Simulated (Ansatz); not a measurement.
# A workflow on C3H4O (cyclopropanone)

We compute a series of 18 runs (HF/STO-3G, UHF/STO-3G, HF/3-21G, UHF/3-21G, HF/6-31G*, UHF/6-31G*, B3LYP/6-31G*, PBE/def2-SVP, and more) of C3H4O. 

The results are computed with Ansatz 0.2.0.

### Step 1. Starting point

The species is C3H4O (8 atoms), meant as a singlet with charge 0. SMILES: `O=C1CC1`. The coordinates come from a PBE0-D4/def2-TZVP relaxation. The run starts from this shape.

Bond lengths: O1–C2 1.191 Å, C2–C3 1.461 Å, C2–C4 1.461 Å, C3–C4 1.559 Å, C3–H5 1.085 Å, C3–H6 1.085 Å, C4–H7 1.085 Å, C4–H8 1.085 Å. Some angles: O1–C2–C3 147.8°, O1–C2–C4 147.8°, C3–C2–C4 64.5°, C2–C3–C4 57.8°, C2–C4–C3 57.8°, C2–C3–H5 118.8°, C2–C3–H6 118.8°, C4–C3–H5 117.6°, C4–C3–H6 117.6°, C2–C4–H7 118.8°.

### Step 2. A structure relaxation at HF/STO-3G (paw set gaussian, start density atoms) (run 1)

File input.yaml:

```yaml
crystal:
  periodic: [false, false, false]
  atoms:
    - {symbol: O, position_ang: [-1.866360, 0.508710, 0.864370]}
    - {symbol: C, position_ang: [-0.817550, 0.222830, 0.378650]}
    - {symbol: C, position_ang: [0.531030, 0.648400, 0.010540]}
    - {symbol: C, position_ang: [0.011210, -0.796200, -0.261680]}
    - {symbol: H, position_ang: [0.656030, 1.307070, -0.842670]}
    - {symbol: H, position_ang: [1.269970, 0.777560, 0.794590]}
    - {symbol: H, position_ang: [-0.199200, -1.069440, -1.290510]}
    - {symbol: H, position_ang: [0.414850, -1.598930, 0.346710]}
basis:
  gaussian: {orbitals: STO-3G}
hamiltonian: {xc: hf}
relax: {f_tol: 0.002}
output: {orbitals: {seedname: orbitals}}
```

On the command line:

```sh
ansatz run input.yaml --threads 1 --pin off --max-ram 3480MiB --events-out events.jsonl --progress --plain --runs-dir runs
```

The log of the run, shortened:

```text
Warning: RAYON_NUM_THREADS=1 ignored (pool sized by the plan → 1); use --threads N
[...]
Functional definition: HF
  name "HF"
[...]
364 factors; integrals over basis functions are off by at most 1.5e-5 eV
[...]
mean field -5123.71441940 eV, -188.2930319345 hartree, gradient 4.0e-5 eV, S^2 0.000000; 0 other end points of the search recorded, 0 dependent functions left out
[...]
reference -5123.71441940 eV, -188.2930319345 hartree; 15, 15 occupied and 9, 9 virtual orbitals, 364 factors
relax step   1: F+E_penalty+E_count = -5123.71441940 eV  Δ(F+E_penalty+E_count) = +0.000e0 eV  max|allowed force component| = 1.932e0 eV/Å  Δτ_max = 0.0000 Å  (33 SCF iters, accepted)
[...]
relax step   5: F+E_penalty+E_count = -5123.76085261 eV  Δ(F+E_penalty+E_count) = -3.247e-6 eV  max|allowed force component| = 3.670e-3 eV/Å  Δτ_max = 0.0002 Å  (27 SCF iters, accepted)
[...]
relax step   6: F+E_penalty+E_count = -5123.76085349 eV  Δ(F+E_penalty+E_count) = -8.814e-7 eV  max|allowed force component| = 4.705e-4 eV/Å  Δτ_max = 0.0002 Å  (27 SCF iters, accepted)
364 factors; integrals over basis functions are off by at most 1.6e-5 eV
[...]
mean field -5123.76085349 eV, -188.2947383560 hartree, gradient 2.6e-5 eV, S^2 0.000000; 1 other end points of the search recorded, 0 dependent functions left out
[...]
reference -5123.76085349 eV, -188.2947383560 hartree; 15, 15 occupied and 9, 9 virtual orbitals, 364 factors
Total energy: -5123.76085349 eV, -188.2947383560 hartree
Atom 0 at    -1.901872     0.518382     0.880841 Å, force    -0.000395     0.000105     0.000186 eV/Å
Atom 1 at    -0.837123     0.228169     0.387709 Å, force     0.000400    -0.000107    -0.000180 eV/Å
Atom 2 at     0.532591     0.639245     0.007007 Å, force    -0.000084    -0.000471    -0.000100 eV/Å
Atom 3 at     0.018482    -0.789448    -0.262236 Å, force     0.000224     0.000429     0.000035 eV/Å
Atom 4 at     0.667180     1.294801    -0.843526 Å, force    -0.000048    -0.000001    -0.000010 eV/Å
Atom 5 at     1.276757     0.769105     0.782008 Å, force    -0.000032     0.000006     0.000035 eV/Å
Atom 6 at    -0.182805    -1.067281    -1.288669 Å, force    -0.000035     0.000022    -0.000005 eV/Å
Atom 7 at     0.426770    -1.592973     0.336866 Å, force    -0.000031     0.000016     0.000039 eV/Å
Dipole moment:     0.321950    -0.087753    -0.149109 e Å
```

Run time: 2.8 s. Hardware: 1 thread of Arm Neoverse V1, shared host.

Step by step:

```tsv
step	energy from the first frame kept (eV)	largest force (eV/Å)
1	0.0000	2.1931
2	-0.0444	0.4860
3	-0.0463	0.0966
4	-0.0464	0.0087
5	-0.0464	0.0043
6	-0.0464	0.0005
```

After the run. Bond lengths: O1–C2 1.209 Å, C2–C3 1.480 Å, C2–C4 1.480 Å, C3–C4 1.542 Å, C3–H5 1.082 Å, C3–H6 1.082 Å, C4–H7 1.082 Å, C4–H8 1.082 Å. Some angles: O1–C2–C3 148.6°, O1–C2–C4 148.6°, C3–C2–C4 62.8°, C2–C3–C4 58.6°, C2–C4–C3 58.6°, C2–C3–H5 119.0°, C2–C3–H6 119.0°, C4–C3–H5 117.7°, C4–C3–H6 117.7°, C2–C4–H7 119.0°.

### Step 3. The harmonic vibrations at HF/STO-3G (paw set gaussian, start density atoms) (run 2)

File input.yaml:

```yaml
crystal:
  periodic: [false, false, false]
  atoms:
    - {symbol: O, position_ang: [-1.901872, 0.518382, 0.880841]}
    - {symbol: C, position_ang: [-0.837123, 0.228169, 0.387709]}
    - {symbol: C, position_ang: [0.532591, 0.639245, 0.007007]}
    - {symbol: C, position_ang: [0.018482, -0.789448, -0.262236]}
    - {symbol: H, position_ang: [0.667180, 1.294801, -0.843526]}
    - {symbol: H, position_ang: [1.276757, 0.769105, 0.782008]}
    - {symbol: H, position_ang: [-0.182805, -1.067281, -1.288669]}
    - {symbol: H, position_ang: [0.426770, -1.592973, 0.336866]}
basis:
  gaussian: {orbitals: STO-3G}
hamiltonian: {xc: hf}
phonons: {temperatures: {t_min: 298.15, t_max: 298.15, t_step: 1}}
```

On the command line:

```sh
ansatz run input.yaml --threads 1 --pin off --max-ram 3480MiB --events-out events.jsonl --progress --plain --runs-dir runs
```

The log of the run, shortened:

```text
Warning: RAYON_NUM_THREADS=1 ignored (pool sized by the plan → 1); use --threads N
[... 2 set-up lines as earlier in the session ...]
[...]
364 factors; integrals over basis functions are off by at most 1.0e-5 eV
[...]
mean field -5123.76087191 eV, -188.2947390330 hartree, gradient 4.0e-5 eV, S^2 0.000000; 0 other end points of the search recorded, 0 dependent functions left out
[...]
reference -5123.76087191 eV, -188.2947390330 hartree; 15, 15 occupied and 9, 9 virtual orbitals, 364 factors
[...]
364 factors; integrals over basis functions are off by at most 1.0e-5 eV
[...]
mean field -5123.76074751 eV, -188.2947344614 hartree, gradient 2.1e-6 eV, S^2 0.000000; 0 other end points of the search recorded, 0 dependent functions left out
[...]
reference -5123.76074751 eV, -188.2947344614 hartree; 15, 15 occupied and 9, 9 virtual orbitals, 364 factors
[...]
364 factors; integrals over basis functions are off by at most 1.0e-5 eV
[...]
Total energy: -5123.76087191 eV, -188.2947390330 hartree
Atom 0 at    -1.901872     0.518382     0.880841 Å, force    -0.000456     0.000124     0.000211 eV/Å
Atom 1 at    -0.837123     0.228169     0.387709 Å, force     0.000468    -0.000128    -0.000217 eV/Å
Atom 2 at     0.532591     0.639245     0.007007 Å, force    -0.000110    -0.000494    -0.000118 eV/Å
Atom 3 at     0.018482    -0.789448    -0.262236 Å, force     0.000233     0.000461     0.000062 eV/Å
Atom 4 at     0.667180     1.294801    -0.843526 Å, force    -0.000043     0.000018    -0.000011 eV/Å
Atom 5 at     1.276757     0.769105     0.782008 Å, force    -0.000024     0.000001     0.000042 eV/Å
Atom 6 at    -0.182805    -1.067281    -1.288669 Å, force    -0.000044     0.000017    -0.000011 eV/Å
Atom 7 at     0.426770    -1.592973     0.336866 Å, force    -0.000024     0.000000     0.000042 eV/Å
Dipole moment:     0.321951    -0.087752    -0.149110 e Å
Vibrations: 424.40 555.39 869.41 881.27 920.57 1179.62 1258.08 1299.00 1380.97 1386.97 1392.86 1721.50 1742.81 2308.57 3633.38 3641.83 3787.63 3791.71 cm⁻¹, zero-point energy 1.994657 eV
```

Wall time 5.1 s (1 thread of Arm Neoverse V1, shared host).

Runs 3 to 13 aren't shown in full; the table further down has their settings and results.

### Step 4. Vibrational wavenumbers at B3LYP/6-31G(d) (Cartesian functions, paw set gaussian, start density atoms) (run 14)

File job.yaml:

```yaml
crystal:
  periodic: [false, false, false]
  atoms:
    - symbol: O
      position_ang: [-1.885095, 0.513812, 0.873061]
    - symbol: C
      position_ang: [-0.825663, 0.225045, 0.382405]
    - symbol: C
      position_ang: [0.535096, 0.653436, 0.010654]
    - symbol: C
      position_ang: [0.011240, -0.802350, -0.263688]
    - symbol: H
      position_ang: [0.665056, 1.315540, -0.843975]
    - symbol: H
      position_ang: [1.279414, 0.785704, 0.794336]
    - symbol: H
      position_ang: [-0.197232, -1.080682, -1.295547]
    - symbol: H
      position_ang: [0.417163, -1.610505, 0.342754]
basis:
  gaussian: {orbitals: "6-31G*"}
phonons: {temperatures: {t_min: 298.15, t_max: 298.15, t_step: 1}}
magnetization: {spin_polarized: false}
hamiltonian: {xc: {name: B3LYP}}
```

On the command line:

```sh
ansatz run job.yaml --threads 1 --pin off --max-ram 3480MiB --events-out events.jsonl --progress --plain --runs-dir runs
```

The log of the run, shortened:

```text
Warning: RAYON_NUM_THREADS=1 ignored (pool sized by the plan → 1); use --threads N
Functional definition: B3LYP
  name "B3LYP"
[...]
765 factors; integrals over basis functions are off by at most 3.6e-4 eV
[...]
mean field -5221.34088738 eV, -191.8807384592 hartree, gradient 4.8e-5 eV, S^2 0.000000; 0 other end points of the search recorded, 0 dependent functions left out
[...]
reference -5221.34102859 eV, -191.8807436487 hartree; 15, 15 occupied and 53, 53 virtual orbitals, 765 factors
[...]
765 factors; integrals over basis functions are off by at most 3.6e-4 eV
[...]
mean field -5221.34067113 eV, -191.8807305121 hartree, gradient 1.4e-6 eV, S^2 0.000000; 0 other end points of the search recorded, 0 dependent functions left out
[...]
reference -5221.34081232 eV, -191.8807357009 hartree; 15, 15 occupied and 53, 53 virtual orbitals, 765 factors
[...]
765 factors; integrals over basis functions are off by at most 3.6e-4 eV
[...]
Total energy: -5221.34102859 eV, -191.8807436487 hartree
Atom 0 at    -1.885095     0.513812     0.873061 Å, force    -0.000520     0.000136     0.000261 eV/Å
Atom 1 at    -0.825663     0.225045     0.382405 Å, force     0.000610    -0.000158    -0.000315 eV/Å
Atom 2 at     0.535096     0.653436     0.010654 Å, force     0.000532     0.000615     0.000043 eV/Å
Atom 3 at     0.011240    -0.802350    -0.263688 Å, force    -0.000006    -0.000738    -0.000297 eV/Å
Atom 4 at     0.665056     1.315540    -0.843975 Å, force    -0.000364    -0.000272    -0.000165 eV/Å
Atom 5 at     1.279414     0.785704     0.794336 Å, force    -0.000208    -0.000355     0.000171 eV/Å
Atom 6 at    -0.197232    -1.080682    -1.295547 Å, force    -0.000079     0.000446    -0.000033 eV/Å
Atom 7 at     0.417163    -1.610505     0.342754 Å, force     0.000036     0.000327     0.000335 eV/Å
Dipole moment:     0.509565    -0.138891    -0.235998 e Å
Vibrations: 316.54 505.31 650.87 712.36 728.00 966.51 1036.08 1062.84 1080.71 1115.30 1175.97 1444.04 1460.74 1955.22 3129.41 3129.65 3203.81 3216.29 cm⁻¹, zero-point energy 1.666947 eV
```

Wall time 74 s (1 thread of Arm Neoverse V1, shared host); peak memory 0.12 GiB.

Runs 15 to 17 aren't shown in full; the table further down has their settings and results.

### Step 5. The harmonic vibrations at MP2/6-31G(d) (Cartesian functions, paw set gaussian, start density atoms) (run 18)

File molecule.yaml:

```yaml
crystal:
  periodic: [false, false, false]
  atoms:
    - {symbol: O, position_ang: [-1.892238, 0.515758, 0.876374]}
    - {symbol: C, position_ang: [-0.823257, 0.224389, 0.381290]}
    - {symbol: C, position_ang: [0.534167, 0.652766, 0.010789]}
    - {symbol: C, position_ang: [0.010914, -0.801337, -0.263242]}
    - {symbol: H, position_ang: [0.663810, 1.308362, -0.846609]}
    - {symbol: H, position_ang: [1.278642, 0.778131, 0.792955]}
    - {symbol: H, position_ang: [-0.193455, -1.073921, -1.295557]}
    - {symbol: H, position_ang: [0.421397, -1.604148, 0.344000]}
basis:
  gaussian: {orbitals: "6-31G*"}
correlation: {method: mp2}
phonons: {temperatures: {t_min: 298.15, t_max: 298.15, t_step: 1}}
```

On the command line:

```sh
ansatz run molecule.yaml --threads 1 --pin off --max-ram 3480MiB --events-out events.jsonl --progress --plain --runs-dir runs
```

The log of the run, shortened:

```text
Warning: RAYON_NUM_THREADS=1 ignored (pool sized by the plan → 1); use --threads N
[... 2 set-up lines as earlier in the session ...]
[...]
766 factors; integrals over basis functions are off by at most 3.6e-4 eV
[...]
mean field -5189.85099371 eV, -190.7235062117 hartree, gradient 1.4e-6 eV, S^2 0.000000; 0 other end points of the search recorded, 0 dependent functions left out
4 core orbitals not correlated: weight in the atoms' cores, before any rotation towards them, 1.000 or more for the frozen orbitals, at most 0.000 for the correlated occupied ones
reference -5189.85099371 eV, -190.7235062117 hartree; 11, 11 occupied and 53, 53 virtual orbitals, 766 factors
second order -15.21920343 eV of doubles, -0.00000000 eV of singles
[...]
766 factors; integrals over basis functions are off by at most 3.6e-4 eV
[...]
Atom 0 at    -1.892238     0.515758     0.876374 Å, force    -0.000084     0.000014     0.000055 eV/Å
Atom 1 at    -0.823257     0.224389     0.381290 Å, force     0.000964    -0.000240    -0.000481 eV/Å
Atom 2 at     0.534167     0.652766     0.010789 Å, force    -0.000643    -0.000029     0.000201 eV/Å
Atom 3 at     0.010914    -0.801337    -0.263242 Å, force    -0.000480     0.000317     0.000341 eV/Å
Atom 4 at     0.663810     1.308362    -0.846609 Å, force     0.000029    -0.000116     0.000005 eV/Å
Atom 5 at     1.278642     0.778131     0.792955 Å, force     0.000036    -0.000101    -0.000074 eV/Å
Atom 6 at    -0.193455    -1.073921    -1.295557 Å, force     0.000114     0.000067     0.000000 eV/Å
Atom 7 at     0.421397    -1.604148     0.344000 Å, force     0.000064     0.000090    -0.000046 eV/Å
Dipole moment:     0.501570    -0.136711    -0.232297 e Å
Vibrations: 315.80 517.33 673.01 734.40 749.06 1000.87 1067.82 1083.43 1114.34 1136.93 1201.52 1474.74 1494.00 1932.36 3190.54 3191.26 3279.27 3289.89 cm⁻¹, zero-point energy 1.701471 eV
Checks for a lower state left out: cluster_reference
```

Run time: 72 s. Hardware: 1 thread of Arm Neoverse V1, shared host; peak memory 0.13 GiB.

### Step 6. All runs side by side

```tsv
run	level	task	walk f tol	partner	energy (Eh)	dipole moment (D)	wall time
1	HF/STO-3G (paw set gaussian, start density atoms)	optimise	0.002	base	-188.294738	1.76	2.8 s
2	HF/STO-3G (paw set gaussian, start density atoms)	frequencies	–	base	-188.294739	1.76	5.1 s
3	UHF/STO-3G (paw set gaussian, start density atoms)	energy	–	cation	-188.065703	–	0.3 s
4	UHF/STO-3G (paw set gaussian, start density atoms)	optimise	–	cation	-188.074584	–	3.6 s
5	HF/3-21G (paw set gaussian, start density atoms)	optimise	0.002	base	-189.653294	3.01	3.3 s
6	HF/3-21G (paw set gaussian, start density atoms)	frequencies	–	base	-189.653294	3.01	8.4 s
7	UHF/3-21G (paw set gaussian, start density atoms)	energy	–	cation	-189.342971	–	0.51 s
8	UHF/3-21G (paw set gaussian, start density atoms)	optimise	–	cation	-189.350306	–	4.8 s
9	HF/6-31G* (Cartesian functions, paw set gaussian, start density atoms)	optimise	0.002	base	-190.726168	3.15	6.3 s
10	HF/6-31G* (Cartesian functions, paw set gaussian, start density atoms)	frequencies	–	base	-190.726168	3.15	38 s
11	UHF/6-31G* (Cartesian functions, paw set gaussian, start density atoms)	energy	–	cation	-190.417197	–	1.1 s
12	UHF/6-31G* (Cartesian functions, paw set gaussian, start density atoms)	optimise	–	cation	-190.426863	–	11 s
13	B3LYP/6-31G* (Cartesian functions, paw set gaussian, start density atoms)	optimise	0.002	base	-191.880744	2.78	12 s
14	B3LYP/6-31G* (Cartesian functions, paw set gaussian, start density atoms)	frequencies	–	base	-191.880744	2.78	74 s
15	PBE/def2-SVP (paw set gaussian, start density atoms)	optimise	0.002	base	-191.513691	2.54	14 s
16	PBE/def2-SVP (paw set gaussian, start density atoms)	frequencies	–	base	-191.513691	2.54	33 s
17	MP2/6-31G* (Cartesian functions, paw set gaussian, start density atoms)	optimise	0.002	base	-191.282801	2.73	11 s
18	MP2/6-31G* (Cartesian functions, paw set gaussian, start density atoms)	frequencies	–	base	-191.282802	2.73	72 s
```

### Step 7. Outcome

```
                                                                          quantity          value
                                                  run 18, MP2/6-31G*: total energy  -191.28280 Eh
                            run 18, MP2/6-31G*: dipole moment (correlated density)         2.73 D
                   run 18, MP2/6-31G*: correlation energy (4 core orbitals frozen)     -559.3 mEh
                                      run 18, MP2/6-31G*: largest force on an atom     0.001 eV/Å
                                    run 18, MP2/6-31G*: lowest harmonic wavenumber       316 cm⁻¹
                                   run 18, MP2/6-31G*: highest harmonic wavenumber      3290 cm⁻¹
                                             run 18, MP2/6-31G*: zero-point energy   164.2 kJ/mol
                     vertical ionisation energy (to the doublet cation), HF/STO-3G       6.232 eV
                      vertical ionisation energy (to the doublet cation), HF/3-21G       8.444 eV
                     vertical ionisation energy (to the doublet cation), HF/6-31G*       8.408 eV
adiabatic ionisation energy (to the doublet cation, no zero-point term), HF/STO-3G       5.991 eV
 adiabatic ionisation energy (to the doublet cation, no zero-point term), HF/3-21G       8.245 eV
adiabatic ionisation energy (to the doublet cation, no zero-point term), HF/6-31G*       8.145 eV
```

At HF/STO-3G: removing an electron at fixed nuclei costs 6.23 eV (144 kcal/mol). In a minimal basis such a difference can be off by several eV, whatever the method. At HF/3-21G: removing an electron at fixed nuclei costs 8.44 eV (195 kcal/mol). At HF/6-31G*: removing an electron at fixed nuclei costs 8.41 eV (194 kcal/mol). At HF/STO-3G: the adiabatic ionisation energy (to the doublet cation, no zero-point term) is 5.99 eV (138 kcal/mol). At HF/3-21G: the adiabatic ionisation energy (to the doublet cation, no zero-point term) is 8.24 eV (190 kcal/mol). Totals of different functionals can't be ranked against each other. In runs 1, 2, 3, 4 the basis is minimal, so the values are rough. All runs together took 5.1 min, the longest 74 s.
